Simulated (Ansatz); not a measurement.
A calculation with Ansatz (development build ahead of 0.2.0).

```yaml
crystal:
  periodic: [false, false, false]
  atoms:
    - { symbol: C, position_ang: [0.0, 0.0, -1.20315] }
    - { symbol: C, position_ang: [0.0, 0.0, 0.0] }
    - { symbol: C, position_ang: [0.0, 0.0, 1.20315] }
    - { symbol: H, position_ang: [0.0, -0.86184, -1.72492] }
    - { symbol: H, position_ang: [0.0, 0.86184, -1.72492] }
    - { symbol: H, position_ang: [-0.86184, 0.0, 1.72492] }
    - { symbol: H, position_ang: [0.86184, 0.0, 1.72492] }
basis:
  gaussian: { orbitals: cc-pVDZ }
hamiltonian:
  xc: hf
```

The input is written out in the form of the current development build from the run's settings.

Output:

* Converged: yes
* Total energy: -115.82140 hartree
* Spin squared of the determinant: 0.000

Caution: no unrestricted run beside it, a lower state can exist.
